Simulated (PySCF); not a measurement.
Molecule: SMILES C=CC(=O)OC, C$_{4}$H$_{6}$O$_{2}$.

Mapped SMILES: `[CH2:1]=[CH:2][C:3](=[O:4])[O:5][CH3:6]` (H(Xn): hydrogen on atom n). Ha(C1) is cis to C3; Hb(C1) is trans to C3.

Spin–spin couplings on one PBE0-D3(BJ)/def2-SVP geometry, PySCF 2.14, gas phase, non-relativistic, equivalent pairs averaged (without the spin–dipole term); isotopes 1H; basis pcJ-1.

Reference values (Hz): 3J(H(C2),Hb(C1)) = 10.6 (measured; solution (compiled); Pretsch, Buehlmann, Badertscher, Structure Determination of Organic Compounds, 4th ed., Springer 2009); 3J(H(C2),Ha(C1)) = 17.4 (measured; solution (compiled); Pretsch, Buehlmann, Badertscher, Structure Determination of Organic Compounds, 4th ed., Springer 2009); 2J(Ha(C1),Hb(C1)) = 1.5 (measured; solution (compiled); Pretsch, Buehlmann, Badertscher, Structure Determination of Organic Compounds, 4th ed., Springer 2009).

How do the couplings (Hz) change with the functional? Times are CPU seconds on shared hosts with different chips, so compare them loosely.

Results:


| functional | functions | 3J(H(C2),Hb(C1)) | 3J(H(C2),Ha(C1)) | 2J(Ha(C1),Hb(C1)) | mean abs. error | core-s |
| --- | --- | --- | --- | --- | --- | --- |
| LDA | 222 | 8.7 | 13.8 | 3.1 | 2.4 | 26 |
| PBE | 222 | 10.3 | 17.6 | 2.9 | 0.6 | 37 |
| KT2 | 222 | 12.9 | 23.6 | 1.6 | 2.9 | 36 |
| B3LYP | 222 | 11.3 | 18.7 | 2.7 | 1.1 | 23 |
| PBE0 | 222 | 11.3 | 18.5 | 0.5 | 0.9 | 37 |
| B97-2 | 222 | 10.0 | 16.5 | 1.5 | 0.5 | 37 |
| BHandHLYP | 222 | 13.5 | 21.2 | -0.8 | 2.5 | 31 |
| CAM-B3LYP | 222 | 11.7 | 18.6 | 1.9 | 0.9 | 52 |

Errors compare magnitudes, without vibrational corrections, and the largest couplings weigh most in the mean. Closest: B97-2 and PBE, practically level; furthest: KT2. Left out for a near triplet instability: HF/pcJ-1.
